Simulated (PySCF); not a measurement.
**Indirect couplings**

Bonds (- single, = double, # triple, : aromatic): C1-C2, C2-C3, C2-C4, C4-C5, C5-C6, C6-C4. C1 carries H7, H8, H9; C3 carries H10, H11, H12; C4 carries H13; C5 carries H14, H15; C6 carries H16, H17. Formal charges: C2 +1.

Total charge +1. H15, H17 are cis to C2 on the ring; H14, H16 are trans to C2 on the ring.

Method: B3LYP/pcJ-1 (without the spin–dipole term)//GFN2-xTB, PySCF; isolated molecule, single conformer, non-relativistic. Couplings are averaged over pairs made equivalent by symmetry, fast rotation or ring inversion, so a value needn't be that of the named pair in this geometry, while other rotamers aren't included; one pair stands for each set, and the list holds a selection of those of at least 1.5 Hz over up to four bonds.

Isotopes: $^{13}$C, $^{1}$H.

```csv
pair,bonds,J (Hz)
"C1, C2",1,37.9
"C1, H7",1,137.2
"C2, C4",1,54.0
"C4, C5",1,3.5
"C4, H13",1,182.1
"C5, C6",1,?
"C5, H14",1,?
"C5, H15",1,178.9
"C1, C3",2,?
"C1, C4",2,3.6
"C2, H7",2,-3.7
"C4, H14",2,-2.5
"C4, H15",2,-2.2
"H7, H8",2,?
"H14, H15",2,-5.7
"C1, H10",3,3.8
"C1, H13",3,?
"C2, H14",3,3.3
"C2, H15",3,4.3
"C4, H7",3,4.2
"H13, H14",3,8.3
"H13, H15",3,?
"H14, H16",3,8.0
"H14, H17",3,11.8
"H15, H17",3,?
"H7, H10",4,?
```

Estimate the withheld couplings, with signs.

Answers


- $^{1}J$(C5,C6) = 23.6 Hz (bond length 1.453 Å)
- $^{1}J$(C5,H14) = 186.7 Hz (bond length 1.080 Å, sp3 carbon)
- $^{2}J$(C1,C3) = 3.5 Hz (angle at C2 118°)
- $^{2}J$(H7,H8) = -18.6 Hz (mean over equivalent pairs that range from -27.2 to -6.6 Hz in this conformer)
- $^{3}J$(C1,H13) = 5.7 Hz (dihedral angle 178°)
- $^{3}J$(H13,H15) = 4.3 Hz (dihedral angle 143°)
- $^{3}J$(H15,H17) = 11.3 Hz (dihedral angle 0°)
- $^{4}J$(H7,H10) = 2.3 Hz (mean over equivalent pairs that range from -0.3 to 9.5 Hz in this conformer)
